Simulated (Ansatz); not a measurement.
C, pressure series

The parent structure is C in the diamond structure (space group Fd-3m, No. 227).

```
CELL_PARAMETERS angstrom
      0.00000     1.78014     1.78014
      1.78014     0.00000     1.78014
      1.78014     1.78014     0.00000
ATOMIC_POSITIONS crystal
  C  0.50000 0.50000 0.50000
  C  0.75000 0.75000 0.75000
```

Cell and atoms are relaxed at each pressure.

All numbers come from Kohn–Sham DFT with the r2SCAN functional, run in Ansatz (a first-principles code) with PAW and 500 eV plane waves, no SOC, earlier PAW set.

| P (GPa) | V (Å³/atom) |
|---|---|
| -2.00 | 5.666 |
| -1.00 | 5.654 |
| 0.30 | 5.637 |
| 0.70 | 5.632 |
| 1.50 | 5.622 |
| 3.00 | 5.604 |
| 5.00 | 5.580 |
| 7.50 | 5.551 |
| 10.00 | 5.522 |

Problem. Fit a third-order Birch–Murnaghan equation of state.

Solution. Least squares on P(V) = (3B₀/2)[(V₀/V)^(7/3) − (V₀/V)^(5/3)]·[1 + (3/4)(B₀′ − 4)((V₀/V)^(2/3) − 1)] gives V₀ = 5.64 Å³/atom, B₀ = 450 GPa and B₀′ = 3.7.

Measured bulk modulus of C: 454.7 GPa (static lattice; corrected from measurement; as listed in Daniel Mejia-Rodriguez, S. B. Trickey, Phys. Rev. B (2018)); the computed value is 1 % below it.

Between the base and pressure 10 GPa the gap moves from 4.36 eV to 4.41 eV, a mean slope of 5.1 meV/GPa.

Load acts through the strain it causes; cell and atoms are relaxed under it. No phonon test of stability was made. Competing high-pressure phases were not computed.
